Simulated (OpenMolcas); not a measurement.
**One shape, several levels: H3O+ (oxonium)**

Wanted: a comparison of 6 runs (HF/STO-3G, UHF/STO-3G, B2PLYP/STO-3G, B3LYP/STO-3G, UB3LYP/STO-3G, CCSD(T)/STO-3G) of H3O+ (oxonium). 

The results are computed with OpenMolcas 26.06.

**1. The structure to begin with**

The species is H3O+ (4 atoms), meant as a singlet with charge +1. As SMILES, `[OH3+]`. The O1–H2 distance was set to 1.721 Å, away from the relaxed value. At this shape a bond of the SMILES string is far longer than usual.

Bond lengths: O1–H3 0.983 Å, O1–H4 0.984 Å. Angles: H3–O1–H4 112.0°.

**2. A single-point energy at HF/STO-3G (run 1)**

Contents of mol.inp:

```
* H3O Hartree-Fock

&GATEWAY
 BasLib = $CurrDir
 BasisSet
 O.STO-3G....
 O1 0.182415 -0.796368 -0.111928 angstrom
 End of Basis
 BasisSet
 H.STO-3G....
 H2 0.214230 0.919440 0.016470 angstrom
 H3 -0.427045 -1.101968 -0.820708 angstrom
 H4 -0.010505 -1.227148 0.751092 angstrom
 End of Basis

&SEWARD

&SCF
 Charge = 1
 Thresholds = 1e-10 1e-07 1e-07 1e-05
 PrOrbitals = 1 1
```

The basis set STO-3G is read from a file made from the Basis Set Exchange's data (not shown).

Run with:

```console
$ export MOLCAS_MEM=1860
$ pymolcas mol.inp > mol.log
```

The log of the run:

```text
--- Start Module: gateway ---
[...]
--- Stop Module: gateway /rc=_RC_ALL_IS_WELL_ ---
--- Start Module: seward ---
[...]
      Basis functions            8
--- Stop Module: seward /rc=_RC_ALL_IS_WELL_ ---
--- Start Module: scf ---
[...]
       Convergence after  14 Iterations
[...]
::    Total SCF energy                                -75.1431772925
[...]
      Total spin, S                                     0.0000000000
[...]
      Total electronic charge=   10.000000
      Total            charge=    1.000000
[...]
      Dipole Moment (debye):
      Origin of the operator (angstrom)=    0.1416   -0.7445   -0.0970
                   X= -1.5277E+00               Y=  3.0803E+00               Z=  6.5092E-01           Total=  3.4994E+00
      Center of Charge (angstrom)
[...]
--- Stop Module: scf /rc=_RC_ALL_IS_WELL_ ---
[...]
```

Wall time 1.4 s (1 thread of AMD EPYC 9R45 (Zen 5), shared host); peak memory 0.37 GiB.

**3. A single-point energy at UHF/STO-3G (run 2)**

Contents of mol.input:

```
* H3O Hartree-Fock
&GATEWAY
BASLIB
$CurrDir
BASISSET
O.STO-3G....
O1 0.182415 -0.796368 -0.111928 angstrom
End of Basis
BASISSET
H.STO-3G....
H2 0.214230 0.919440 0.016470 angstrom
H3 -0.427045 -1.101968 -0.820708 angstrom
H4 -0.010505 -1.227148 0.751092 angstrom
End of Basis
&SEWARD
&SCF
UHF
CHARGE
1
THRESHOLDS
1e-10 1e-07 1e-07 1e-05
SCRAMBLE
0.25
PRORBITALS
1 1
```

The basis set STO-3G is read from a file made from the Basis Set Exchange's data (not shown).

Run with:

```console
$ export MOLCAS_MEM=1860
$ pymolcas mol.input > mol.log
```

The log of the run:

```text
--- Start Module: gateway ---
[...]
--- Stop Module: gateway /rc=_RC_ALL_IS_WELL_ ---
--- Start Module: seward ---
[...]
      Basis functions            8
--- Stop Module: seward /rc=_RC_ALL_IS_WELL_ ---
--- Start Module: scf ---
[...]
       Convergence after  30 Iterations
[...]
::    Total SCF energy                                -75.1581315369
[...]
      Total spin, S                                     0.3913595638
[...]
      Total electronic charge=   10.000000
      Total            charge=    1.000000
[...]
      Dipole Moment (debye):
      Origin of the operator (angstrom)=    0.1416   -0.7445   -0.0970
                   X= -1.8096E+00               Y=  5.3856E-01               Z=  5.2310E-01           Total=  1.9591E+00
      Center of Charge (angstrom)
[...]
--- Stop Module: scf /rc=_RC_ALL_IS_WELL_ ---
[...]
```

It took 1.7 s on 1 thread of AMD EPYC 9R45 (Zen 5), shared host; peak memory 0.37 GiB.

Runs 3 to 5 aren't shown in full; the table further down has their settings and results.

**4. A single-point energy at CCSD(T)/STO-3G (run 6)**

Contents of mol.input:

```
>>> EXPORT MOLCAS_PRINT=2
&GATEWAY
BasLib=$CurrDir
BasisSet
O.STO-3G....
O1 0.182415 -0.796368 -0.111928 angstrom
End of Basis
BasisSet
H.STO-3G....
H2 0.214230 0.919440 0.016470 angstrom
H3 -0.427045 -1.101968 -0.820708 angstrom
H4 -0.010505 -1.227148 0.751092 angstrom
End of Basis
&SEWARD
&SCF
Charge=1
Thresholds=1e-10 1e-07 1e-07 1e-05
PrOrbitals=1 1
&RASSCF
FileOrb=$Project.ScfOrb
Spin=1
Nactel=0 0 0
Inactive=5
Ras2=0
OutOrbitals=Canonical
OrbListing=Nothing
&MOTRA
JobIph
Frozen=1
&CCSDT
CCT
Triples=2
Iterations=80
Accuracy=1e-08
Extrapolation=5 4
```

The basis set STO-3G is read from a file made from the Basis Set Exchange's data (not shown).

Run with:

```console
$ export MOLCAS_MEM=1860
$ pymolcas mol.input > mol.log
```

The log of the run:

```text
--- Start Module: gateway ---
[...]
--- Stop Module: gateway /rc=_RC_ALL_IS_WELL_ ---
[...]
      Basis functions            8
[...]
       Convergence after  14 Iterations
[...]
::    Total SCF energy                                -75.1431772925
[...]
      Total spin, S                                     0.0000000000
[...]
      Number of active orbitals                  0
[...]
      Spin quantum number                      0.0
[...]
      Active orbitals                            0
[...]
      Number of CSFs                             1
[...]
      Number of root(s) required                 1
[...]
      Convergence after  4 iterations
[...]
      Natural orbitals and occupation numbers for root  1
      ************************************************************************************************************************
      *                                                    Final results                                                     *
      ************************************************************************************************************************
[...]
::    RASSCF root number  1 Total energy:    -75.14317729
[...]
      Total electronic charge=   10.000000
      Total            charge=    1.000000
[...]
      Dipole Moment (debye):
      Origin of the operator (angstrom)=    0.1416   -0.7445   -0.0970
                   X= -1.5277E+00               Y=  3.0803E+00               Z=  6.5092E-01           Total=  3.4994E+00
      Center of Charge (angstrom)
[...]
--- Start Module: motra ---
[...]
      *** WARNING: Default frozen orbitals is overwritten by user input.
      *** Default values:   1
[...]
--- Stop Module: motra /rc=_RC_ALL_IS_WELL_ ---
--- Start Module: ccsdt ---
[...]
      Convergence after                    19  Iterations
      Total energy (diff) :     -75.24281246      -0.00000001
[...]
 METHOD                       : CCSD+T(CCSD)+<T3(1)WT1> = CCSD(T)
[...]
       CCSD     =       -75.2428124621772
[...]
--- Stop Module: ccsdt /rc=_RC_ALL_IS_WELL_ ---
[...]
```

It took 2.1 s on 1 thread of AMD EPYC 9R45 (Zen 5), shared host; peak memory 0.37 GiB.

**5. All runs side by side**

```
run           level  scramble  frozen core orbitals  energy (Eh)  HOMO energy (eV)  LUMO energy (eV)  HOMO–LUMO gap (eV)  wall time
  1       HF/STO-3G         –                     –   -75.143177            -21.21             -6.24               14.97      1.4 s
  2      UHF/STO-3G      0.25                     –   -75.158132            -20.06             -5.62               14.45      1.7 s
  3   B2PLYP/STO-3G         –                     1   -75.433116            -18.34             -8.95                9.39      2.9 s
  4    B3LYP/STO-3G         –                     –   -75.540295            -16.23            -10.87                5.36        3 s
  5   UB3LYP/STO-3G      0.25                     –   -75.540295            -16.23            -10.87                5.36      5.4 s
  6  CCSD(T)/STO-3G         –                     1   -75.245791            -21.21             -6.24               14.97      2.1 s
```

**6. Outcome**

```
                                         quantity         value
                              run 6: total energy  -75.24579 Eh
       run 6: HOMO energy (Hartree–Fock orbitals)     -21.21 eV
       run 6: LUMO energy (Hartree–Fock orbitals)      -6.24 eV
     run 6: HOMO–LUMO gap (Hartree–Fock orbitals)      14.97 eV
run 6: correlation energy (1 core orbital frozen)    -102.6 mEh
                            run 6: (T) correction     -2.98 mEh
```

In words: Over runs 1, 2, 3, 4, 5 the HOMO–LUMO gap runs from 5.36 eV (B3LYP/STO-3G) to 14.97 eV (HF/STO-3G). Exact exchange widens orbital gaps. For B2PLYP the log adds the whole second-order term; the table takes 0.27 of it, as the functional is defined. Totals of different functionals can't be ranked against each other. In runs 1, 2, 3, 4, 5, 6 the basis is minimal, so the values are rough. Spin contamination of the reference: run 2 ⟨S²⟩ = 0.54. All runs together took 16 s, the longest 5.4 s.
